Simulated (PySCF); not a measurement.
# F⁻: electron affinity in aug-cc-pVQZ

Wanted: the electron affinity of fluorine, up a ladder of methods.

The numbers are computed with PySCF 2.14.0 (unrestricted determinants in a Gaussian basis, no spin-orbit coupling in the energies), except any that are marked as measured or tabulated.

## Step 1: The atom as given

| Item | Value |
| --- | --- |
| Element | fluorine (Z = 9) |
| Basis | aug-cc-pVQZ (6s5p4d3f2g, 80 functions) |
| Hamiltonian | no relativity, point nucleus |
| State 1 | F⁻: [Ne], closed-shell 1S |
| Needed too, but not shown | F [He] 2s2 2p5 (2P) |
| Methods | UHF, LDA, PBE, PBE0, r2SCAN, HSE06, revPBE, B2PLYP, TPSSh, MP2 |
| Core shells frozen in the correlated runs | valence: 1s2 (for F⁻) |

Outer shells as boxes (Hund's rule):

F- [Ne]
```
[He] core
2s [↑↓]
2p [↑↓][↑↓][↑↓]
```

The runs were made by one driver on top of PySCF. The scripts below sum up each run's settings (the driver also hands on starting orbitals that pick excited configurations, and frozen orbitals as a list rather than a count), and the logs come from the driver's own runs. The driver starts from symmetry-adapted Hartree-Fock orbitals, holds the occupation by maximum overlap and uses a logarithmic radial grid for functionals, so a plain start would take other cycles.

The integrals over 80 functions and the set-up took 0.32 s of CPU time.

## Step 2: F⁻, method by method

Level: UHF.

input.py reads:

```python
from pyscf import gto, scf, dft, mp, cc
import basis_set_exchange as bse
mol = gto.M(atom="F 0 0 0", charge=-1, spin=0, symmetry="D2h",
            basis=gto.basis.parse(bse.get_basis("aug-cc-pVQZ", elements=["F"], fmt="nwchem")))
mf = scf.UHF(mol)
mf.irrep_nelec = {'Ag': (2, 2), 'B1u': (1, 1), 'B2u': (1, 1), 'B3u': (1, 1)}
mf.kernel()
```

Level: LDA.

Changes to input.py:

```diff
@@ -4,3 +4,3 @@
             basis=gto.basis.parse(bse.get_basis("aug-cc-pVQZ", elements=["F"], fmt="nwchem")))
-mf = scf.UHF(mol)
+mf = dft.UKS(mol, xc="LDA,VWN")
 mf.irrep_nelec = {'Ag': (2, 2), 'B1u': (1, 1), 'B2u': (1, 1), 'B3u': (1, 1)}
```

Level: PBE.

Changes to input.py:

```diff
@@ -4,3 +4,3 @@
             basis=gto.basis.parse(bse.get_basis("aug-cc-pVQZ", elements=["F"], fmt="nwchem")))
-mf = dft.UKS(mol, xc="LDA,VWN")
+mf = dft.UKS(mol, xc="PBE")
 mf.irrep_nelec = {'Ag': (2, 2), 'B1u': (1, 1), 'B2u': (1, 1), 'B3u': (1, 1)}
```

Level: PBE0.

Changes to input.py:

```diff
@@ -4,3 +4,3 @@
             basis=gto.basis.parse(bse.get_basis("aug-cc-pVQZ", elements=["F"], fmt="nwchem")))
-mf = dft.UKS(mol, xc="PBE")
+mf = dft.UKS(mol, xc="PBE0")
 mf.irrep_nelec = {'Ag': (2, 2), 'B1u': (1, 1), 'B2u': (1, 1), 'B3u': (1, 1)}
```

Level: r2SCAN.

Changes to input.py:

```diff
@@ -4,3 +4,3 @@
             basis=gto.basis.parse(bse.get_basis("aug-cc-pVQZ", elements=["F"], fmt="nwchem")))
-mf = dft.UKS(mol, xc="PBE0")
+mf = dft.UKS(mol, xc="R2SCAN")
 mf.irrep_nelec = {'Ag': (2, 2), 'B1u': (1, 1), 'B2u': (1, 1), 'B3u': (1, 1)}
```

Level: HSE06.

Changes to input.py:

```diff
@@ -4,3 +4,3 @@
             basis=gto.basis.parse(bse.get_basis("aug-cc-pVQZ", elements=["F"], fmt="nwchem")))
-mf = dft.UKS(mol, xc="R2SCAN")
+mf = dft.UKS(mol, xc="HSE06")
 mf.irrep_nelec = {'Ag': (2, 2), 'B1u': (1, 1), 'B2u': (1, 1), 'B3u': (1, 1)}
```

Level: revPBE.

Changes to input.py:

```diff
@@ -4,3 +4,3 @@
             basis=gto.basis.parse(bse.get_basis("aug-cc-pVQZ", elements=["F"], fmt="nwchem")))
-mf = dft.UKS(mol, xc="HSE06")
+mf = dft.UKS(mol, xc="PBE_R,PBE")
 mf.irrep_nelec = {'Ag': (2, 2), 'B1u': (1, 1), 'B2u': (1, 1), 'B3u': (1, 1)}
```

Level: B2PLYP.

Changes to input.py:

```diff
@@ -4,3 +4,3 @@
             basis=gto.basis.parse(bse.get_basis("aug-cc-pVQZ", elements=["F"], fmt="nwchem")))
-mf = dft.UKS(mol, xc="PBE_R,PBE")
+mf = dft.UKS(mol, xc="0.53*HF + 0.47*B88, 0.73*LYP")
 mf.irrep_nelec = {'Ag': (2, 2), 'B1u': (1, 1), 'B2u': (1, 1), 'B3u': (1, 1)}
```

Level: TPSSh.

Changes to input.py:

```diff
@@ -4,3 +4,3 @@
             basis=gto.basis.parse(bse.get_basis("aug-cc-pVQZ", elements=["F"], fmt="nwchem")))
-mf = dft.UKS(mol, xc="0.53*HF + 0.47*B88, 0.73*LYP")
+mf = dft.UKS(mol, xc="TPSSH")
 mf.irrep_nelec = {'Ag': (2, 2), 'B1u': (1, 1), 'B2u': (1, 1), 'B3u': (1, 1)}
```

## Step 3: F⁻, continued

Level: MP2 (valence).

Changes to input.py since step 2:

```diff
@@ -4,4 +4,5 @@
             basis=gto.basis.parse(bse.get_basis("aug-cc-pVQZ", elements=["F"], fmt="nwchem")))
-mf = dft.UKS(mol, xc="TPSSH")
+mf = scf.UHF(mol)
 mf.irrep_nelec = {'Ag': (2, 2), 'B1u': (1, 1), 'B2u': (1, 1), 'B3u': (1, 1)}
 mf.kernel()
+mp.UMP2(mf, frozen=1).kernel()
```

Q: Predict the outcome of this session.

As calculated:

| quantity | value |
| --- | --- |
| electron affinity, F | UHF 1.180, MP2 (valence) 3.712 eV; reference 3.401 |

Each level's miss (mean over 1 difference):

```csv
method,mean absolute miss against the measured value (with the measured fine structure taken into account where it is known) (eV)
UHF,2.238
LDA,0.707
PBE,0.236
PBE0,0.181
r2SCAN,0.116
HSE06,0.176
revPBE,0.116
B2PLYP,0.047
TPSSh,0.148
MP2 (valence),0.294
SCS-MP2 (valence),0.117
```

What this shows: B2PLYP lands nearest to the measured value (off by 0.05 eV); UHF misses by most (2.24 eV). Hartree-Fock falls short because the species with more electrons holds more correlation energy, which it lacks. PBE is off by +0.24 eV. All values hold for this basis alone; no basis-set limit was taken.
